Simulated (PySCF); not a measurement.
`C1=CC=C2C(=C1)C=CC1=CC=CC=C12` (phenanthrene radical anion) [SMILES of the parent framework; charge -1 and doublet state] (charge -1 and doublet state). Computed with PBE0-D3(BJ)/def2-SVP geometry optimisation, gas phase (PySCF 2.14.0).

```
atom  x, y, z in Å
C1     3.5773   -0.1276    0.1184
C2     2.9596   -1.3871    0.1052
C3     1.5591   -1.4497    0.0599
C4     0.7502   -0.3094    0.0271
C5     1.3865    0.9893    0.0407
C6     2.8176    1.0262    0.0870
C7     0.6069    2.1572    0.0087
C8    -0.7972    2.0948   -0.0369
C9    -1.4701    0.8620   -0.0522
C10   -2.8988    0.7725   -0.0986
C11   -3.5536   -0.4443   -0.1134
C12   -2.8273   -1.6442   -0.0828
C13   -1.4267   -1.5824   -0.0370
C14   -0.7213   -0.3749   -0.0206
H15    4.6703   -0.0549    0.1535
H16    3.5535   -2.3046    0.1295
H17    1.0865   -2.4352    0.0497
H18    3.3060    2.0063    0.0974
H19    1.1156    3.1264    0.0201
H20   -1.3896    3.0151   -0.0612
H21   -3.4715    1.7056   -0.1224
H22   -4.6487   -0.4686   -0.1492
H23   -3.3381   -2.6106   -0.0942
H24   -0.8696   -2.5224   -0.0136
```

Task: Which two atoms are farthest apart?

Result: H15···H22, 9.33 Å; the next longest distance is 8.41 Å.

Task: Work out the bond lengths C1–H15, C2–H16, C5–C6, C8–C9, C8–H20, C11–C12, C12–H23 in Å.

Result: For C1–H15 the difference vector is (1.0930, 0.0727, 0.0351) Å, of length 1.0960 Å. C1–H15 1.096; C2–H16 1.093; C5–C6 1.432; C8–C9 1.405; C8–H20 1.095; C11–C12 1.403; C12–H23 1.093 Å.

Task: How far are the heavy atoms from their best plane (unweighted least squares)?

Result: 0.000 Å rms; none is more than 0.001 Å off.

Task: How far apart are these pairs, which share no bond: C1···C4, C5···H23, C7···H24, C8···C10, C8···C12, C9···H22?

Result: C1···C4 2.834 Å (3 bonds apart); C5···H23 5.941 Å (5 bonds apart); C7···H24 4.907 Å (5 bonds apart); C8···C10 2.484 Å (2 bonds apart); C8···C12 4.255 Å (4 bonds apart); C9···H22 3.447 Å (3 bonds apart).

Task: What are the angles C2–C1–C6, C2–C3–C4, C5–C4–C14, C1–C6–H18, C12–C11–H22, C10–C11–C12, C14–C13–H24, C4–C14–C13?

Result: From the scalar product of the two bond vectors; for C2–C1–C6 it is -0.9835 Å² over 1.4029 × 1.3818 Å², cos θ = -0.5074. C2–C1–C6 120.5°; C2–C3–C4 122.8°; C5–C4–C14 118.7°; C1–C6–H18 120.1°; C12–C11–H22 119.9°; C10–C11–C12 120.5°; C14–C13–H24 119.0°; C4–C14–C13 122.8°.

Task: Give the dihedral angles H16–C2–C3–H17, H17–C3–C4–C5, H19–C7–C8–C9, C8–C9–C10–C11.

Result: H16–C2–C3–H17 0° (synperiplanar); H17–C3–C4–C5 180° (antiperiplanar); H19–C7–C8–C9 180° (antiperiplanar); C8–C9–C10–C11 180° (antiperiplanar). Dihedral signs follow IUPAC: positive where, seen along the central bond, the front bond turns clockwise onto the rear one.

Task: Where is the centre of mass (commonest isotopes), and what is the radius of gyration?

Result: Mass 178.078 u; centre at (-0.002, 0.036, 0.000) Å; Rg = √(Σ m r²/M) = 2.642 Å. As Ia + Ib + Ic = 2 Σ m r², the three principal moments sum to 2485.3 u·Å².

Task: What is the repulsion energy of the bare nuclei, Σ ZA·ZB/RAB?

Result: 771.41 Eh over 276 pairs, with full nuclear charges and distances in bohr; the largest single term is 13.79 Eh (C1 with C6, or a pair equal to it).

Stationary, but not proved a minimum. ⟨S²⟩ = 0.768 (exact for a doublet: 0.75). Whether the extra electron is bound in the gas phase wasn't checked; a finite basis holds it in any case. The geometry's basis has no diffuse functions, a weakness for an anion.

On x86-64 server, one thread, shared host, this took 6.1 min of wall time. This is the geometry optimisation.
